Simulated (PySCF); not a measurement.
Geometries of 2 isomers of C4H4O, from PySCF, PBE0-D3(BJ)/def2-SVP geometry optimisation, gas phase. One conformer each, no zero-point energy, no frequencies.

Question: Which is lower in electronic energy at this level?
A.
```xyz
9
angstrom
O      2.310    1.399    0.399
C      1.779    0.449   -0.119
C      0.365    0.116    0.063
C     -0.791    0.414    0.587
C     -0.759   -0.830   -0.248
H      2.343   -0.248   -0.785
H     -1.402    1.078    1.194
H     -0.800   -1.813    0.245
H     -1.225   -0.823   -1.246
```
B.
```xyz
9
angstrom
O      1.971    0.920   -0.594
C      0.901    0.499   -0.270
C     -0.426    1.075    0.093
C     -0.943   -0.160    0.272
C      0.320   -0.928   -0.061
H     -0.825    2.087    0.178
H     -1.939   -0.505    0.561
H      0.293   -1.558   -0.966
H      0.780   -1.500    0.762
```

Answer: B. That is 2-cyclobutene-1-one (`O=C1C=CC1`), 32.7 kcal/mol below the other.

```csv
SMILES,atoms numbered as above,E (Eh),relative (kcal/mol),relative (kJ/mol),dipole (D)
O=C1C=CC1,[O:1]=[C:2]1[CH:3]=[CH:4][CH2:5]1,-229.56503,0.0,0.0,3.18
O=CC1=CC1,[O:1]=[CH:2][C:3]1=[CH:4][CH2:5]1,-229.51289,32.7,136.9,2.42
```

As drawn, the lower has a four-membered ring, which the higher lacks; the higher has a three-membered ring, which the lower lacks.
